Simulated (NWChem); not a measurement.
System: dimethyl ether (C$_{2}$H$_{6}$O); SMILES O(C)C

Here is an NWChem input.

```
start job
memory heap 200 mb stack 900 mb global 1100 mb
geometry units angstroms noautoz
  C      1.161079     0.000000     0.184739
  O      0.000000     0.000000    -0.581115
  C     -1.161079     0.000000     0.184739
  H      1.233042    -0.895231     0.836189
  H      1.233042     0.895231     0.836189
  H      2.021460     0.000000    -0.499582
  H     -1.233042    -0.895231     0.836189
  H     -2.021460     0.000000    -0.499582
  H     -1.233042     0.895231     0.836189
end
basis spherical
  C library aug-cc-pvdz
  O library aug-cc-pvdz
  H library aug-cc-pvdz
end
dft
  xc xpbe96 cpbe96
  iterations 150
end
tddft
  cis
  nroots 6
  notriplet
end
task tddft energy
```

Coordinates come from a PBE0/def2-SVP optimisation.

Vertical excitations in the gas phase.

Problem. Give the results of this calculation. (PBE/aug-cc-pVDZ, TDA.) Quantities: basis functions; lowest excitation, singlet (eV); oscillator strength of that lowest state; lowest state with f > 0.02, singlet (eV); oscillator strength of that bright state; orbital gap (eV).

Solution. The number of basis functions is 123 and the lowest excitation, singlet (eV) is 5.40. The oscillator strength of that lowest state is 0.033. The lowest state with f > 0.02, singlet (eV) comes out as 5.40. The oscillator strength of that bright state is 0.033. The orbital gap (eV) comes out as 5.39.
